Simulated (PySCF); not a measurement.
Two species compared at the same levels of theory.

First species: tert-butylphosphine, C4H11P.
SMILES: `CC(C)(C)P`

Second species: butane, C4H10.
Numbering: `[CH3:1][CH2:2][CH2:3][CH3:4]` (hydrogens: H5, H6, H7 on C1; H8, H9 on C2; H10, H11 on C3; H12, H13, H14 on C4)

Levels: CAM-B3LYP/def2-SVPD for dipole moment, HOMO energy, LUMO energy, HOMO–LUMO gap, static isotropic polarisability and electronic spatial extent ⟨r²⟩ about the centre of nuclear charge; TDDFT CAM-B3LYP/def2-SVPD for lowest singlet excitation; TDA CAM-B3LYP/def2-SVPD for lowest triplet excitation (Tamm–Dancoff); GFN2-xTB for rotational constant A and rotational constant C. Geometries: GFN2-xTB. Each species is one conformer at its optimised geometry, gas phase, non-relativistic unless stated; the electronic structure was computed with PySCF and density fitting.

Dipoles, sizes and rotational constants follow the conformer. The torsions of the flexible species, by atom-mapped SMILES:
- `[CH3:1][C:2]([CH3:3])([CH3:4])[PH2:5]`: H–P5–C2–C1 -46°, H–P5–C2–C1 46°
- `[CH3:1][CH2:2][CH2:3][CH3:4]`: C1–C2–C3–C4 180°

```
                                                         property   column X    column Y
                                                    dipole moment     1.21 D      0.00 D
                                                      HOMO energy   -8.43 eV   -10.44 eV
                                                      LUMO energy    1.12 eV     1.51 eV
                                                    HOMO–LUMO gap    9.55 eV    11.95 eV
                                        lowest singlet excitation    6.49 eV     8.87 eV
                         lowest triplet excitation (Tamm–Dancoff)    5.41 eV     8.64 eV
                                  static isotropic polarisability    75.8 au     51.4 au
electronic spatial extent ⟨r²⟩ about the centre of nuclear charge  608 bohr²   421 bohr²
                                            rotational constant A  4.437 GHz  23.384 GHz
                                            rotational constant C  2.882 GHz   3.460 GHz
```

(1) Which column belongs to which species?

(2) How does each property change from the first species to the second?

## Answers

(1) Column X is the first species and column Y the second. The first has 16 atoms and 50 electrons, the second 14 and 34.

(2) dipole moment -1.21 D; HOMO energy -2.01 eV; LUMO energy +0.39 eV; HOMO–LUMO gap +2.40 eV; lowest singlet excitation +2.38 eV; lowest triplet excitation (Tamm–Dancoff) +3.23 eV; static isotropic polarisability -24.4 au; electronic spatial extent ⟨r²⟩ about the centre of nuclear charge -187 bohr²; rotational constant A +18.947 GHz; rotational constant C +0.578 GHz.

On the first: The vertical singlet–triplet gap S1 − T1 is 1.08 eV (TDDFT singlet less Tamm–Dancoff triplet; S1: HOMO→LUMO, weight 0.74; T1: HOMO→LUMO+1, weight 0.52, beside HOMO→LUMO, weight 0.40). No computed singlet falls in the visible range (750 to 380 nm, 1.65 to 3.26 eV); S1 lies 3.23 eV above its blue end.

On the second: S1 lies 3.08 eV below the HOMO–LUMO gap; its leading configuration is HOMO→LUMO, weight 0.95. Point group C2h forbids a permanent dipole, so the rigid molecule has no electric-dipole pure rotational spectrum.
